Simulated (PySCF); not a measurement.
**CH4: from structure and modes to constants**

Computed with PySCF, PBE, basis C def2-TZVP, H def2-TZVP (no relativity, density fitting).

The singlet minimum has Td symmetry. Masses (u): C 12.00000, H 1.00782.

```xyz
5
charge 0 multiplicity 1, angstrom
C     0.0000    0.0000    0.0000
H     0.8952    0.0000    0.6330
H     0.0000    0.8952   -0.6330
H    -0.8952    0.0000    0.6330
H     0.0000   -0.8952   -0.6330
```

Harmonic wavenumbers (cm⁻¹): 1285.9 (t2, ×3), 1508.6 (e, ×2), 2975.8 (a1, ×1), 3091.1 (t2, ×3).

Problem. Find the principal moments of inertia and the rotational constants. What kind of rotor is it?

Solution. About the centre of mass I = 3.2307, 3.2307, 3.2307 u Å². With B = 16.8576/I this gives 5.218, 5.218, 5.218 cm⁻¹. The molecule is a spherical top.

Problem. What is the harmonic zero-point energy?

Solution. Half the sum of all 9 wavenumbers, 19124/2 = 9562 cm⁻¹, which is 114.4 kJ/mol (1 cm⁻¹ = 0.0119627 kJ/mol).
